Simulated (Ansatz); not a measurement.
Process, species as SMILES: [SH] (SH) → H atom + S atom
B3LYP-D3(BJ)/def2-TZVP geometries, fixed; electronic energies without zero-point terms.

Core correlation in the atomisation energy at CCSD(T) with Ansatz (a first-principles code), in kcal/mol: frozen core against 1s of Al to Cl frozen alone. Core-valence sets carry the plain set on hydrogen. Open shells are unrestricted.

```csv
basis,"functions, most",frozen core
cc-pV(D+d)Z,28,79.40
cc-pCVDZ,32,78.53
cc-pV(T+d)Z,53,84.56
cc-pwCVTZ,73,84.74
cc-pCVTZ,73,84.52
cc-pV(Q+d)Z,94,86.46
cc-pwCVQZ,139,86.51
cc-pCVQZ,139,86.48
```

### Question
How large is the core term in each set?

### Answer
The largest core-valence set, cc-pCVQZ, gives a core term of 0.20 kcal/mol; the valence set cc-pV(Q+d)Z, which lacks functions for the core, gives 0.29. By row: cc-pV(D+d)Z 0.45, cc-pCVDZ 0.31, cc-pV(T+d)Z 0.81, cc-pwCVTZ 0.20, cc-pCVTZ 0.21, cc-pV(Q+d)Z 0.29, cc-pwCVQZ 0.20, cc-pCVQZ 0.20.
